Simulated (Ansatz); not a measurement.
**High-frequency dielectric constant of some solids**

Method: RPBE (PAW; Ansatz, a quantum-chemistry and plane-wave program). References are measured values at room or unstated temperature, uncorrected unless marked, so that the deviations hold thermal and zero-point effects besides the level's error. The table is a random draw of 6 from 7 solids with such references.

```
solid                 reference  RPBE  deviation (%)
--------------------  ---------  ----  -------------
rock-salt MgO             2.96¶     ?              ?
cubic BN                    4.5  4.64           +3.1
3C-SiC                     6.52  7.03           +7.8
wurtzite AlN               4.18  4.57           +9.3
zinc-blende AlP            7.54  7.97           +5.7
diamond-structure Si       11.8  12.8           +8.5
```

Q: Estimate the withheld RPBE value.

A: The deviations of the other rows run from +3.1 % to +9.3 %, with a median of +7.8 %; carried to the reference 2.96 it gives 3.19. The run gives 3.26 (+10.1 %), +2.2 % from the estimate, outside the range of the other rows; the row was drawn at random, and such an estimate is rough. Over these 6 solids the mean deviation is +7.4 %, the mean absolute deviation 7.4 % (median 8.1 %), and the worst case rock-salt MgO at +10.1 %; the value is above the reference in 6 of 6 cases. Over all 7, from unrounded values, the mean deviation is +6.8 % and the mean absolute deviation 6.8 % (median 7.8 %).

¶ marks references of a special kind: rock-salt MgO, 2.96 (measured, 296 K, copied from a table, unchecked, long-wavelength limit of the electronic terms of a dispersion formula fitted to measured refractive indices over 0.36-5.4 um; lattice terms left out; as tabulated in doi:10.6028/jres.049.025 ).

Differences are worked out from the printed values.

Each level is taken at its own relaxed cell. Ansatz's density-functional and Hartree–Fock values are scalar-relativistic unless marked +SOC, with PAW data made under PBE.

Not in this set, of the solids of all kinds but layered and molecular ones with a reference value in our tables and a result at some level: 51 for no value at RPBE (not run, a failed fit, an unstable or unbound cell, or a value held back for tests); 3 for a run that failed a test (RPBE); 1 for a high-temperature or high-pressure phase. These can be a level's best or worst cases. At least 9 more with a reference value are held back for tests. Solids without a released value at any level aren't counted. The metals Ce to Yb are counted apart.

References as tabulated in Skone et al. (2014), arXiv:1501.03184; Skelton et al. (2020), arXiv:2005.00277; doi:10.6028/jres.049.025 .
